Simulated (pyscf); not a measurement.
Thermochemistry of product channels of `[N][F]` [triplet] + `[GeH4]` on the triplet surface, in kJ/mol, from CCSD(T)/def2-TZVPP + ΔMP2(QZVPP) energies (ideal gas, 1 atm, RRHO with modes under 100 cm⁻¹ raised to 100, one conformer, R ln 2 for rigid chiral ones). Structures and frequencies: ωB97X-D3(BJ)/def2-SVP in PySCF. MP2 and CC: frozen core, UHF for open shells. ΔMP2 is the change of the MP2 total energy from the triple- to the quadruple-zeta basis.

| products | ΔE | ΔH(298 K) | ΔG(298 K) | ΔG(600 K) |
|---|---|---|---|---|
| `[F][NH][GeH2]` [doublet] + `[H]` [doublet] | +118.7 | +117.8 | +120.9 | +122.1 |
| `[F][N]=[GeH2]` + `[H]` [doublet] + `[H]` [doublet] | +420.1 | +393.3 | +368.5 | +340.0 |
| `[F][N][GeH3]` [doublet] + `[H]` [doublet] | +159.2 | +149.0 | +152.8 | +154.4 |
| `[NH][F]` [doublet] + `[GeH3]` [doublet] | +45.1 | +48.9 | +39.9 | +30.8 |
| `[NH][GeH3]` [doublet] + `[F]` [doublet] | +41.2 | +47.6 | +46.9 | +44.9 |
| `[NH]` [triplet] + `[F][GeH3]` | -190.4 | -188.8 | -189.7 | -191.3 |
| `[NH2][F]` + `[GeH2]` [triplet] | +9.2 | +27.1 | +18.9 | +11.1 |
| `[N][GeH3]` [triplet] + `[FH]` | -133.2 | -128.9 | -130.7 | -133.5 |

These are energies of the channels, which say nothing of barriers. F–NH–GeH₂• lies 355.0 kJ/mol over its isomer H₂N–GeH•–F, and others may lie lower still (electronic energy, ωB97M-D3(BJ)). F–N=GeH₂ lies 554.3 kJ/mol over its isomer H₂N–Ge:–F [singlet], and others may lie lower still (electronic energy, ωB97M-D3(BJ)). GeH₂ [triplet] is an excited spin state, 113.8 kJ/mol over the singlet at ωB97X-D3(BJ). The CCSD(T) − MP2 part came from Ansatz, without density fitting, on the same reference. The frozen core leaves the outer d or s,p core shells of the metals and heavy elements correlated in the MP2 and CC values, and def2-TZVPP describes them poorly, which can shift differences by a few kcal/mol. Left out: orbital degeneracy and the spin-orbit lowering of F. Elements up to Kr have no core potential and no relativistic terms here.
